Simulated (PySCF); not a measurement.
ethylene (C2H4), SMILES C=C. Atoms are numbered in the order given.

```xyz
6

C      0.0000     0.0000    -0.6623
C      0.0000     0.0000     0.6623
H      0.0000    -0.9214    -1.2320
H      0.0000     0.9214    -1.2320
H      0.0000     0.9214     1.2320
H      0.0000    -0.9214     1.2320
```

Geometry optimised at B3LYP-D3(BJ)/def2-TZVP.

Calculation: B3LYP/def2-TZVPD in PySCF.

Symmetry labels are those of the subgroup D2h that the program uses (full group D2h).

Computed valence orbital energies around the gap with their symmetry:
```json
[
 {"orbital": "HOMO−7", "symmetry": "Ag", "energy (eV)": "-276.85"},
 {"orbital": "HOMO−6", "symmetry": "B1u", "energy (eV)": "-276.82"},
 {"orbital": "HOMO−5", "symmetry": "Ag", "energy (eV)": "-20.87"},
 {"orbital": "HOMO−4", "symmetry": "B1u", "energy (eV)": "-15.91"},
 {"orbital": "HOMO−3", "symmetry": "B2u", "energy (eV)": "-12.93"},
 {"orbital": "HOMO−2", "symmetry": "Ag", "energy (eV)": "-11.64"},
 {"orbital": "HOMO−1", "symmetry": "B3g", "energy (eV)": "-9.81"},
 {"orbital": "HOMO", "symmetry": "B3u", "energy (eV)": "-7.68"},
 {"orbital": "LUMO", "symmetry": "B2g", "energy (eV)": "-0.22"},
 {"orbital": "LUMO+1", "symmetry": "Ag", "energy (eV)": "0.44"},
 {"orbital": "LUMO+2", "symmetry": "B1u", "energy (eV)": "0.92"},
 {"orbital": "LUMO+3", "symmetry": "B2u", "energy (eV)": "1.64"}
]
```
